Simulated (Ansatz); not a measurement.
Geometry optimisation, Ansatz 0.2.0, RHF/def2-SVP.

Input file:

```yaml
crystal:
  periodic: [false, false, false]
  atoms:
    - { symbol: B, position_ang: [-0.958034, -0.041163, 0.142415] }
    - { symbol: H, position_ang: [1.211742, -0.165899, 1.152244] }
    - { symbol: O, position_ang: [1.652458, -0.056015, 0.296594] }
    - { symbol: H, position_ang: [2.146189, -0.852584, 0.164122] }
    - { symbol: F, position_ang: [-0.978056, 0.163761, -1.093576] }
basis:
  gaussian: { orbitals: def2-SVP }
hamiltonian:
  xc: hf
relax:
  f_tol: 0.03
  max_steps: 50
output:
  orbitals: {}
```

Launched with:

```bash
$ ansatz run input.yaml --threads 1 --pin off --max-ram 2048MiB --backend cpu --events-out ev --progress --plain --runs-dir out
```

Problem. Where does it end, and by what steps?

Solution. The forces met the threshold. After 7 steps the energy has fallen by 0.090 eV; H2 moved furthest, 0.42 Å.

```tsv
step	energy less start (eV)	largest force component (eV/Å)	accepted
0	0.0000	1.107	yes
1	-0.0651	0.778	yes
2	-0.0640	1.243	no
3	-0.0801	0.671	yes
4	-0.0864	0.565	yes
5	-0.0880	0.324	yes
6	-0.0900	0.069	yes
7	-0.0901	0.020	yes
```

```xyz
5
Properties=species:S:1:pos:R:3
B -1.302 -0.021 0.024
H 1.591 -0.154 1.321
O 1.662 -0.101 0.380
H 2.179 -0.851 0.125
F -1.056 0.175 -1.189
```

Time of the run: 4.5 s on 1 thread of Arm Neoverse V1 (shared host), peak memory 0.11 GiB.
